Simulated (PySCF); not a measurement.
Species: C2H2FN3.
Geometry (PBE0-D3(BJ)/def2-SVP, Å), atoms numbered from 1 in this order:
```
atom  x, y, z in Å
F1     1.478   -0.773   -1.844
C2     0.708   -0.370   -0.870
N3     0.219    0.878   -0.822
C4    -0.486    0.853    0.290
N5    -0.400   -0.366    0.850
N6     0.370   -1.175    0.109
H7    -1.057    1.676    0.718
H8    -0.830   -0.713    1.700
```

A calculation gives these core lines: C 1s: 293.17 (area 1), 294.64 (area 1) eV; N 1s: 405.55 (area 1), 406.17 (area 1), 408.10 (area 1) eV; F 1s: 693.93 eV.

Computed with delta-SCF UKS SCAN, pcX-2 on the ionised atom, pcseg-1 elsewhere, spin-free X2C (PySCF 2.14.0). Geometry: PBE0-D3(BJ)/def2-SVP; no solvent, vibrations or thermal averaging.

Q: Which carbon gives which C 1s line?

A: 293.17 eV: C4 (aromatic CH next to a ring nitrogen); 294.64 eV: C2 (aromatic C–F carbon). Lowest listed C 1s: C4, bonded to 2 N (aromatic in the SMILES) and H. Highest, 1.47 eV above it: C2, bonded to F and 2 N (aromatic in the SMILES). Summing the Pauling electronegativity differences to the bonded atoms, each weighted by its formal bond order, gives +1.12 for the lowest site and +2.90 for the highest.

Q: Order the nitrogen atoms by N 1s binding energy.

A: 405.55 eV: N3 (pyridine-type nitrogen); 406.17 eV: N6 (pyridine-type nitrogen); 408.10 eV: N5 (pyrrole-type nitrogen). Lowest listed N 1s: N3, bonded to 2 C (aromatic in the SMILES). Highest, 2.55 eV above it: N5, bonded to N (aromatic in the SMILES), C (aromatic in the SMILES) and H. Summing the Pauling electronegativity differences to the bonded atoms, each weighted by its formal bond order, gives -1.47 for the lowest site and -1.58 for the highest; the largest sum, -0.74, belongs to N6, 1.93 eV below the top. The smallest sum, -1.58, belongs to N5, 2.55 eV above the lowest.

Bonded neighbours of each site: F1: C; C2: F and 2 N (aromatic in the SMILES); N3: 2 C (aromatic in the SMILES); C4: 2 N (aromatic in the SMILES) and H; N5: N (aromatic in the SMILES), C (aromatic in the SMILES) and H; N6: N (aromatic in the SMILES) and C (aromatic in the SMILES).

Q: Express the binding energy of N 1s of N5 in atomic units and per mole.

A: 408.10 eV = 14.9974 Eh = 39376 kJ/mol.

Time: 29 s wall. Hardware: an Arm Neoverse V1 with one thread, on a shared host.
